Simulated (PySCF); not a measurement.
Ionisation energy of Be by level of theory

Be [He] 2s2 (1S) → Be⁺ [He] 2s1 (2S), as a difference of total energies. Computed with PySCF 2.14 in aug-cc-pVQZ with one added diffuse shell each of s, p, d, f, g type (7s6p5d4f3g, 105 functions), with the non-relativistic Hamiltonian (point nucleus). Correlated levels: valence: 1s2 frozen. The calculations carry no spin-orbit coupling.

```json
{"method": "UHF", "ionisation energy (eV)": "8.043"}
{"method": "LDA", "ionisation energy (eV)": "9.025"}
{"method": "PBE", "ionisation energy (eV)": "8.998"}
{"method": "PBE0", "ionisation energy (eV)": "8.973"}
{"method": "r2SCAN", "ionisation energy (eV)": "8.793"}
{"method": "M06-2X", "ionisation energy (eV)": "9.044"}
{"method": "LC-wPBE", "ionisation energy (eV)": "9.026"}
{"method": "B97-3", "ionisation energy (eV)": "9.038"}
{"method": "SCS-MP2 (valence)", "ionisation energy (eV)": "9.008"}
```

Q: Estimate what BLYP gives.

A: 8.976 eV, closest to PBE0 among the rows shown.

Q: Estimate what MP2 (valence) gives.

A: 8.847 eV, closest to r2SCAN among the rows shown.

Errors of the correlated levels include the incompleteness of this basis and the frozen core.

MP2 underrates the near-degeneracy of ns² with np² in the lower species.

For comparison: 9.323 eV (measured; NIST Atomic Spectra Database, ionization energies).
